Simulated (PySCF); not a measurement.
Atom-mapped SMILES (the numbers label the heavy atoms): `[N:1]#[N+:2][OH:3]`; H(Xn) means a hydrogen on atom n.

Geometry: PBE0-D3(BJ)/def2-SVP; GIAO shifts from PySCF 2.14.0 with density-fitted response routines, gas phase, non-relativistic, averaged over equivalent atoms.

At PBE0/pcSseg-1 (56 basis functions, 1.8 s wall time on 1 thread of an Arm Neoverse V1, shared host):
| atoms | δ (ppm) |
| --- | --- |
| N1 | 278.5 |
| N2 | 236.9 |
| O3 | 158.4 |
| H(O3) | 9.37 |

Shifts are taken against calculated references (same method and geometry level): NH3 for $^{15}$N (σ = 265.67 ppm); $^{17}$O (σ = 334.56 ppm) vs H2O; $^{1}$H (σ = 31.27 ppm) against TMS.

Question: What do these become at KT2/pcSseg-2?

Answer: 
| atoms | δ at KT2/pcSseg-2 | change |
| --- | --- | --- |
| N1 | 250.0 | -28.5 |
| N2 | 221.9 | -15.0 |
| O3 | 149.1 | -9.3 |
| H(O3) | 9.35 | -0.02 |

Chemical shifts δ = σref − σ; NH3 for $^{15}$N (260.12 ppm); H2O for $^{17}$O (324.36 ppm); TMS for $^{1}$H (31.18 ppm), all at this level.

The largest change is at N1 (nitrogen bonded to N). Cost: 122 basis functions, 4.5 s wall time on 1 thread of an Arm Neoverse V1, shared host.

Experimental scales use liquid or dissolved standards, which lie at an offset from isolated NH3 (liquid NH3: subtract about 20 ppm) and H2O (liquid H2O: subtract about 36 ppm). Unscaled 15N shifts of sp2 nitrogen come out 20 to 40 ppm too high even then.
